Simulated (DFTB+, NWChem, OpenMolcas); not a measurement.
## How methods differ on C3HN (cyanoacetylene)

The species is C3HN (5 atoms), meant as a singlet with charge 0. SMILES: `C#CC#N`. Geometry: relaxed at PBE0-D4/def2-TZVP.

Each level gives the dipole moment (D). The values are calculated.

**The experiment to reproduce.** NIST CCCBDB gives the dipole moment of the gas as 3.72 D.

```csv
level,kind,program,value (D),computed − measured,CPU time
DFTB3-D3(BJ),semi-empirical,DFTB+,2.37,-1.35,under 2 s
HF/def2-SVPD,Hartree–Fock,NWChem,4.16,+0.44,7 s
SVWN5/def2-SVPD,LDA,OpenMolcas,3.86,+0.14,20 s
PBE/def2-SVPD,GGA,OpenMolcas,3.78,+0.06,27 s
TPSS/def2-SVPD,meta-GGA,OpenMolcas,3.81,+0.09,37 s
PBE0/def2-SVPD,global hybrid,OpenMolcas,3.88,+0.16,29 s
CAM-B3LYP/def2-SVPD,range-separated hybrid,NWChem,3.93,+0.21,38 s
```

Nearest: PBE/def2-SVPD (+0.06 D); farthest: DFTB3-D3(BJ) (-1.35 D). The measured dipole is a vibrational average, so differences of a few hundredths of a debye mean little. Computed less measured by kind, in D (def2-SVPD rows): semi-empirical -1.35; Hartree–Fock +0.44; LDA +0.14; GGA +0.06; meta-GGA +0.09; global hybrid +0.16; range-separated hybrid +0.21. Times are those of the runs behind each value, whatever else they computed, on shared processors of several kinds: orders of magnitude only.
